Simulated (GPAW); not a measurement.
# C2H5N (ethenamine): a first try and a second

Aim: the charge distribution of C2H5N (ethenamine) at PBE/real-space grid (scalar-relativistic datasets).

Program for the calculation: GPAW 26.7.0.

3 further runs of the same task are left out: 3 set aside as unsound or not needed.

## Step 1: The molecule

The species is C2H5N (8 atoms), meant as a singlet with charge 0. As SMILES, `C=CN`. The coordinates come from a GFN2-xTB relaxation. This is one conformer, not always the lowest.

Bond lengths: C1–C2 1.326 Å, C2–N3 1.383 Å, C1–H4 1.077 Å, C1–H5 1.073 Å, C2–H6 1.082 Å, N3–H7 1.009 Å, N3–H8 1.007 Å. Angles: C1–C2–N3 125.1°, C1–C2–H6 121.0°, N3–C2–H6 113.8°, C2–C1–H4 121.6°, C2–C1–H5 121.4°, C2–N3–H7 114.5°, C2–N3–H8 116.1°, H4–C1–H5 117.0°, H7–N3–H8 113.6°.

## Step 2: The input as first written

The input, run.py:

```python
import numpy as np
from ase import Atoms
from ase.units import Debye
from gpaw import GPAW

atoms = Atoms('CCNHHHHH',
    positions=[[ -0.944790,   0.441860,  -0.557810],
               [  0.168240,   0.400600,   0.162400],
               [  0.761890,  -0.751950,   0.643640],
               [ -1.440680,  -0.457740,  -0.881240],
               [ -1.400830,   1.374510,  -0.829380],
               [  0.241216,   0.537106,   0.211326],
               [  0.440960,  -1.602080,   0.204110],
               [  1.760460,  -0.715840,   0.769720]])
atoms.center(vacuum=4.5)

dft = GPAW(mode='fd', h=0.2, xc='PBE', maxiter=85, txt='-')
atoms.calc = dft

energy = atoms.get_potential_energy()
print(f'Energy: {energy:.5f} eV')
forces = atoms.get_forces()
print('Forces (eV/Ang)')
for symbol, f in zip(atoms.symbols, forces):
    print(f'{symbol:2} {f[0]:9.4f} {f[1]:9.4f} {f[2]:9.4f}')
dipole = atoms.get_dipole_moment() / Debye
print(f'Dipole = {np.linalg.norm(dipole):.3f} D')
homo, lumo = dft.get_homo_lumo()
print(f'HOMO = {homo:.3f} eV')
print(f'LUMO: {lumo:.3f} eV')
print(f'Gap = {lumo - homo:.3f} eV')
```

Started as:

```
python run.py > run.log
```

The program printed:

```text
[...]
Number of symmetries: 1
[...]
  Number of IBZ points: 1
[...]
Spin-components: 1 (collinear spins)
Bands:           15
[...]
  Valence electrons: 18.0
[...]
  Grid points: [60 60 52]
  Charge: 0.0  # |e|
[...]
    cutoffs:
[...]
occupation numbers:
  # Zero width
[...]
xc functional:
  name: PBE with 2 nearest neighbor stencil
[...]
|iter     |     time |      energy | eigst |  dens |
[...]
|iter:   1| 00:00:03 |   60.241234 | +1.76 |       |
[...]
|iter:  16| 00:00:26 |   78.119237c| -7.62c| -5.76c|
Converged in 16 steps
[...]
Energy contributions relative to reference atoms: (reference = -3599.428546)
Energy contributions:
  Kinetic:         176.689333
  Coulomb:         -45.514532
  Zero:              2.744278
  External:          0.000000
  Xc:              -55.799842
  Entropy:           0.000000
  Spinorbit:         0.000000
  ----------------------------
  Free energy:      78.119237
  Extrapolated:     78.119237
dipole moment: (0.173749, -0.219643, -0.103129)  # |e|*Ang
Fermi level: -3.067
Eigenvalues  # (at kpt = [0.000, 0.000, 0.000])
| band index |      eig [eV] | occ [0-2] |
|------------|---------------|-----------|
|          0 |       -22.935 |     2.000 |
|          1 |       -18.642 |     2.000 |
|          2 |       -15.144 |     2.000 |
|          3 |       -13.014 |     2.000 |
|          4 |       -11.908 |     2.000 |
|          5 |       -10.232 |     2.000 |
|          6 |        -8.803 |     2.000 |
|          7 |        -8.598 |     2.000 |
|          8 |        -5.219 |     2.000 |
|          9 |        -0.916 |     0.000 |
|         10 |        -0.472 |     0.000 |
|         11 |         0.384 |     0.000 |
[...]
Gap: 4.303 eV
Transition (v -> c):
[...]
Forces (eV/Ang)
C     1.1510   -0.8011    0.7468
C  -156.3715 -294.2006 -104.2134
N    -1.1468    0.4732   -0.7223
H    -0.3522   -0.4671   -0.2311
H    -0.0311    0.5702    0.0027
H   156.1581  294.6220  103.6471
H     0.0943   -0.4246   -0.0194
H     0.2301    0.2203   -0.0128
Dipole = 1.433 D
HOMO = -5.219 eV
LUMO: -0.916 eV
Gap = 4.303 eV
```

Run time: 26 s. Hardware: 1 thread of Intel Xeon at 2.70GHz, shared host; peak memory 0.5 GiB.

## Step 3: What went wrong

The program ended normally, but the settings are unsound, so its numbers aren't properties of the molecule.

Cause: two atoms lie on top of or far too near each other. As the program read them, the closest atoms are 0.16 Å apart, against 1.01 Å in the sound input.

## Step 4: Second attempt

The input, run_sp.py:

```python
import numpy as np
from ase import Atoms
from ase.units import Bohr, Debye
from gpaw import GPAW

# Set up the molecule
positions_bohr = np.array(
              [[ -1.785394,   0.834994,  -1.054108],
               [  0.317928,   0.757024,   0.306892],
               [  1.439763,  -1.420980,   1.216303],
               [ -2.722491,  -0.865003,  -1.665302],
               [ -2.647185,   2.597447,  -1.567301],
               [  1.237298,   2.476751,   0.923263],
               [  0.833294,  -3.027492,   0.385712],
               [  3.326787,  -1.352742,   1.454560]])
atoms = Atoms('CCNHHHHH', positions=positions_bohr * Bohr)
atoms.center(vacuum=4.5)

# Calculator
calculator = GPAW(mode='fd', h=0.2, xc='PBE', maxiter=100, txt='-')
atoms.calc = calculator

energy = atoms.get_potential_energy()
print(f'Energy = {energy:.5f} eV')
forces = atoms.get_forces()
print('Forces (eV/Ang)')
for symbol, f in zip(atoms.symbols, forces):
    print(f'{symbol:2} {f[0]:9.4f} {f[1]:9.4f} {f[2]:9.4f}')
dipole = atoms.get_dipole_moment() / Debye
print(f'Dipole: {np.linalg.norm(dipole):.3f} D')
homo, lumo = calculator.get_homo_lumo()
print(f'HOMO: {homo:.3f} eV')
print(f'LUMO: {lumo:.3f} eV')
print(f'Gap: {lumo - homo:.3f} eV')
```

Started as:

```
python3 -u run_sp.py | tee run_sp.out
```

The program printed:

```text
[...]
Number of symmetries: 1
[...]
  Number of IBZ points: 1
[...]
Spin-components: 1 (collinear spins)
Bands:           15
[...]
  Valence electrons: 18.0
[...]
  Grid points: [60 60 52]
  Charge: 0.0  # |e|
[...]
    cutoffs:
[...]
occupation numbers:
  # Zero width
[...]
xc functional:
  name: PBE with 2 nearest neighbor stencil
[...]
|iter     |     time |      energy | eigst |  dens |
[...]
|iter:   1| 00:00:03 |  -49.369513 | +1.27 |       |
[...]
|iter:  15| 00:00:24 |  -44.219592c| -7.47c| -5.93c|
Converged in 15 steps
[...]
Energy contributions relative to reference atoms: (reference = -3599.428546)
Energy contributions:
  Kinetic:          47.474269
  Coulomb:         -51.937850
  Zero:              0.859449
  External:          0.000000
  Xc:              -40.615460
  Entropy:           0.000000
  Spinorbit:         0.000000
  ----------------------------
  Free energy:     -44.219592
  Extrapolated:    -44.219592
dipole moment: (0.292380, -0.154642, -0.023216)  # |e|*Ang
Fermi level: -2.724
Eigenvalues  # (at kpt = [0.000, 0.000, 0.000])
| band index |      eig [eV] | occ [0-2] |
|------------|---------------|-----------|
|          0 |       -22.720 |     2.000 |
|          1 |       -18.001 |     2.000 |
|          2 |       -14.391 |     2.000 |
|          3 |       -12.968 |     2.000 |
|          4 |       -11.432 |     2.000 |
|          5 |        -9.939 |     2.000 |
|          6 |        -8.796 |     2.000 |
|          7 |        -8.264 |     2.000 |
|          8 |        -4.948 |     2.000 |
|          9 |        -0.500 |     0.000 |
|         10 |        -0.176 |     0.000 |
|         11 |         0.196 |     0.000 |
[...]
Gap: 4.448 eV
Transition (v -> c):
[...]
Forces (eV/Ang)
C    -0.4545    0.1071   -0.3008
C     0.4147   -0.1490    0.3378
N     0.0647    0.2587    0.0016
H    -0.2295   -0.4292   -0.1617
H    -0.1695    0.4604   -0.0875
H     0.1739    0.3386    0.0809
H     0.0268   -0.3060   -0.0546
H     0.2544   -0.0666    0.0525
Dipole: 1.593 D
HOMO: -4.948 eV
LUMO: -0.500 eV
Gap: 4.448 eV
```

Run time: 25 s. Hardware: 1 thread of Intel Xeon at 2.70GHz, shared host; peak memory 0.5 GiB.

## Step 5: Outcome

At PBE/real-space grid (scalar-relativistic datasets):

```
                                              quantity        value
energy as printed (from the program's reference atoms)  -44.2196 eV
                                         dipole moment       1.59 D
                                           HOMO energy     -4.95 eV
                                           LUMO energy     -0.50 eV
                                         HOMO–LUMO gap      4.45 eV
```

In words: The first attempt's energy was +122.339 eV off this one.
